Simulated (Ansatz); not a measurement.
# Worked example: correlation energy of HN–CH, quartet

Geometry: a PBE0/def2-TZVP stationary point for this spin, not checked as a minimum.

| atom | x (Å) | y (Å) | z (Å) |
| --- | --- | --- | --- |
| N | -0.0301 | -0.1308 | 0.6612 |
| C | 0.1162 | 0.1026 | -0.7459 |
| H | -0.2826 | 0.7427 | 1.1410 |
| H | -0.6838 | -0.1484 | -1.4423 |

Basis cc-pVDZ; Ansatz 0.2.0. Only valence electrons are correlated (noble-gas cores frozen), which leaves 11 electrons in 36 orbitals. Prefix R: restricted or restricted open-shell reference; prefix U: unrestricted.

Full CI isn't at hand for all of this; UCCSDT(Q) serves as the reference, and is uncertain by about the last step of the cluster series.

Runs differ by some tens of microhartree through their thresholds and, for an open shell, their frozen cores, so steps under 0.03 kcal/mol mean nothing.

```tsv
level	total energy (hartree)
UHF	-93.318448
UMP2	-93.534299
UCCSD	-93.565639
UCCSD(T)	-93.571287
UCCSDT	-93.572091
UCCSDT(Q)	-93.572482
```

Question: What is the correlation energy at UCCSDT(Q), and what share of it do UMP2 and UCCSD(T) recover?

Answer: E(corr) = -93.572482 − (-93.318448) = -0.254034 hartree = -6.913 eV. UMP2: -0.215851 / -0.254034 = 84.97 %. UCCSD(T): -0.252839 / -0.254034 = 99.53 %.

Question: By how many kcal/mol does UCCSD(T) miss UCCSDT(Q) (1 hartree = 627.509 kcal/mol), and which steps make up the rest?

Answer: -93.571287 − (-93.572482) = 0.001195 hartree = 0.75 kcal/mol. Steps: UCCSDT − UCCSD(T) = -0.50, UCCSDT(Q) − UCCSDT = -0.25 kcal/mol. That is within 1 kcal/mol of the reference in this basis, which itself misses far more of the correlation at the basis-set limit.
